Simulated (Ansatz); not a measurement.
This script drives the Python package of Ansatz (0.2.0).

The script, `md_c2h2fo.py`:
```python
"""A short Born-Oppenheimer trajectory of C2H2FO(+)."""

import ansatz as az
from ase import Atoms
import numpy as np

BASIS_SET = "6-31G"
XC = "pbe"
NET_CHARGE = 1
N_STEPS = 30
TEMPERATURE_K = 300

atoms = Atoms(["O", "C", "C", "F", "H", "H"], positions=[
    (2.1147, 0.0755, -0.0077),
    (0.9883, 0.0127, -0.0012),
    (-0.4725, -0.0689, 0.0073),
    (-1.0056, 1.1984, -0.1283),
    (-0.8126, -0.5125, 0.9656),
    (-0.8123, -0.7051, -0.8357),
])
molecule = az.Crystal.molecule_from_ase(atoms)

model = (
    molecule.calculation()
    .basis(gaussian=BASIS_SET)
    .functional(XC)
    .charge(NET_CHARGE)  # electrons removed from the neutral system
    .md("nve", timestep=0.5, steps=N_STEPS, temperature=TEMPERATURE_K, initial_velocities="maxwell_boltzmann", seed=47)
)
frames = []
out = model.session().plan().execute(on_event=lambda e: frames.append(e["data"]) if e["event"] == "md_step" else None)
print("t (fs)   E_pot (eV)      E_kin (eV)   T (K)   d(0-1) (A)")
for f in frames[::3]:
    xyz = np.array(f["positions_ang"])
    print(f"{f['time_fs']:6.2f} {f['lagrangian_ev']:14.5f} {f['e_kin_ev']:10.5f} {f['temperature_k']:8.1f} {np.linalg.norm(xyz[0] - xyz[1]):9.4f}")
kept = np.array([f["conserved_ev"] for f in frames])
print(f"conserved energy moves by at most {1000 * np.ptp(kept):.3f} meV")
symbols = [site.symbol for site in molecule.cartesian_sites]
with open("last_frame.xyz", "w") as handle:
    handle.write(f"{len(symbols)}\nt = {frames[-1]['time_fs']} fs\n")
    handle.writelines("{:2s} {:10.5f} {:10.5f} {:10.5f}\n".format(s, *xyz) for s, xyz in zip(symbols, frames[-1]["positions_ang"]))
```

It is started by `python md_c2h2fo.py`. Estimate its wall time and peak memory on 1 thread of Arm Neoverse V1, on a shared host.

It took about 33 s, with a peak of 0.16 GiB, for 1 run of the engine.

```console
$ python md_c2h2fo.py
t (fs)   E_pot (eV)      E_kin (eV)   T (K)   d(0-1) (A)
  0.00    -6850.98562    0.15511    300.0    1.1282
  1.50    -6850.98279    0.15224    294.5    1.1355
  3.00    -6850.96569    0.13513    261.3    1.1480
  4.50    -6850.93189    0.10142    196.1    1.1612
  6.00    -6850.89411    0.06384    123.5    1.1708
  7.50    -6850.87872    0.04854     93.9    1.1741
  9.00    -6850.89751    0.06719    129.9    1.1702
 10.50    -6850.93193    0.10140    196.1    1.1606
 12.00    -6850.95530    0.12475    241.3    1.1484
 13.50    -6850.96336    0.13290    257.0    1.1380
 15.00    -6850.96711    0.13667    264.3    1.1332
conserved energy moves by at most 0.390 meV
```

`last_frame.xyz`, as written:
```text
6
t = 15.0 fs
O     2.13892    0.08189   -0.00068
C     1.00900   -0.00123   -0.02277
C    -0.51117   -0.11006    0.02936
F    -1.01800    1.23246   -0.13472
H    -0.79314   -0.58043    0.99089
H    -0.76834   -0.72399   -0.85732
```

Reading the output:
- Total energies depend on the basis set; only differences at equal settings carry meaning.
- The trajectory is only some femtoseconds long, so its temperature is not equilibrated; where the script doesn't relax first, it starts from a rough generated geometry.
- The temperature counts the internal degrees of freedom alone.
